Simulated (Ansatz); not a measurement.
This geometry of C2H6 + H3Si (12 atoms, charge 0, multiplicity 2) is a first-order saddle point.

All numbers below come from UKS PBE0/6-31G* in Ansatz 0.2.0.

```xyz
12
Properties=species:S:1:pos:R:3
H -0.417 -0.405 -0.347
C -0.030 -0.375 1.208
C 0.930 0.766 1.327
Si -0.766 -0.393 -1.929
H 0.369 -1.384 1.309
H -1.024 -0.248 1.633
H 1.808 0.622 0.687
H 1.300 0.877 2.358
H 0.461 1.717 1.050
H -1.935 -1.280 -2.198
H 0.402 -0.888 -2.716
H -1.098 0.989 -2.381
```

**Question.** Which two structures does it join? (They come from a converged band through this point; their orientation in space is the band's.)

**Answer.** Bonds broken: H1–C2. Bonds formed: H1–Si4. C2H6 + H3Si becomes C2H5 + H4Si.

First end point:

```xyz
12
Properties=species:S:1:pos:R:3
H -0.359 -0.572 0.612
C 0.053 -0.379 1.609
C 1.019 0.798 1.590
Si -1.003 -0.419 -2.864
H 0.549 -1.297 1.944
H -0.789 -0.194 2.285
H 1.862 0.613 0.915
H 1.431 0.993 2.587
H 0.523 1.716 1.254
H -2.165 -1.324 -3.087
H 0.206 -0.914 -3.581
H -1.327 0.979 -3.263
```

Last end point:

```xyz
12
Properties=species:S:1:pos:R:3
H -0.616 -0.415 -0.991
C 0.129 -0.359 1.827
C 1.037 0.801 1.649
Si -0.929 -0.442 -2.446
H 0.509 -1.374 1.797
H -0.896 -0.219 2.154
H 1.837 0.585 0.931
H 1.534 1.087 2.592
H 0.499 1.690 1.300
H -2.085 -1.346 -2.694
H 0.252 -0.938 -3.205
H -1.270 0.929 -2.914
```

**Question.** How far does it lie above each of them?

**Answer.** 0.87 eV above the first and 0.24 eV above the second. This is the barrier of this one path; another mechanism may lie lower.

Run time: 5.8 min on 2 threads of Arm Neoverse N1, on a shared host, peak memory 0.17 GiB.
